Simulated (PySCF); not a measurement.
Molecule: SMILES C=CC(C)C, C5H10.

Bonds (- single, = double, # triple, : aromatic): C1=C2 1.333 Å, C2-C3 1.501 Å, C3-C4 1.529 Å, C3-C5 1.529 Å. C1 carries H6, H7; C2 carries H8; C3 carries H9; C4 carries H10, H11, H12; C5 carries H13, H14, H15. H6 is cis to C3; H7 is trans to C3.

Geometry PBE0-D3(BJ)/def2-SVP throughout; GIAO in PySCF, gas phase, one conformer, non-relativistic; equivalent atoms averaged; functional PBE0.

**Question.** How do the absolute shieldings σ depend on the basis set? (ppm; last column core-seconds on shared hosts with different chips, so compare them loosely)

**Answer.** 
```
    basis set  functions     C2     C1     C3  C4/C5     H8     H7     H6     H9  H10/H11/H12/H13/H14/H15  core-s
       STO-3G         35  119.0  130.5  199.8  211.8  27.41  27.46  27.64  30.89                    31.81     2.1
        6-31G         65   56.6   87.1  163.5  175.3  26.40  27.32  27.10  30.21                    31.42     3.6
     pcSseg-0         65   36.2   66.3  157.1  167.2  27.14  27.59  27.25  30.80                    31.65     4.2
       6-31G*         90   54.8   84.4  159.2  171.1  26.10  27.03  26.83  29.60                    30.94     5.2
     def2-SVP        120   48.0   81.0  158.6  170.1  25.65  26.47  26.21  29.31                    30.44     7.2
      cc-pVDZ        120   49.8   83.4  157.9  172.1  25.51  26.30  26.05  29.19                    30.35     9.6
     pcSseg-1        135   28.5   64.7  146.2  159.6  25.47  26.14  25.96  29.27                    30.28      10
6-311+G(2d,p)        195   32.0   70.1  147.8  162.7  25.63  26.46  26.27  29.28                    30.57      15
  aug-cc-pVDZ        205   46.5   83.3  155.5  171.7  25.38  26.22  26.07  29.11                    30.36      22
    def2-TZVP        215   30.7   69.3  147.1  162.2  25.56  26.41  26.23  29.19                    30.53      19
     IGLO-III        275   23.9   63.5  143.7  158.8  25.46  26.31  26.13  29.12                    30.42      32
      cc-pVTZ        290   33.0   70.3  148.2  163.0  25.41  26.23  26.04  29.04                    30.34      37
     pcSseg-2        320   23.0   62.7  143.6  158.7  25.31  26.14  25.96  28.98                    30.28      47
```

**Question.** Which nucleus moves most, in ppm?

**Answer.** C2 (alkene CH): from 23.0 ppm with pcSseg-2 to 119.0 ppm with STO-3G. The smallest spread is 1.45 ppm, at H7. Proton shifts span only some 12 ppm, so a few tenths of a ppm matter as much there as several ppm in carbon.

**Question.** Taking the largest basis, pcSseg-2 (320 functions), as the yardstick, rank the others by their worst heavy-atom deviation.

**Answer.** IGLO-III 0.9 ppm (275 functions), pcSseg-1 5.5 ppm (135 functions), def2-TZVP 7.7 ppm (215 functions), 6-311+G(2d,p) 9.0 ppm (195 functions), cc-pVTZ 10.0 ppm (290 functions), pcSseg-0 13.6 ppm (65 functions), aug-cc-pVDZ 23.5 ppm (205 functions), def2-SVP 25.0 ppm (120 functions), cc-pVDZ 26.8 ppm (120 functions), 6-31G* 31.8 ppm (90 functions), 6-31G 33.6 ppm (65 functions), STO-3G 96.0 ppm (35 functions).

A small basis that lands close on one nucleus may do so by chance; judge by the trend and by all nuclei.
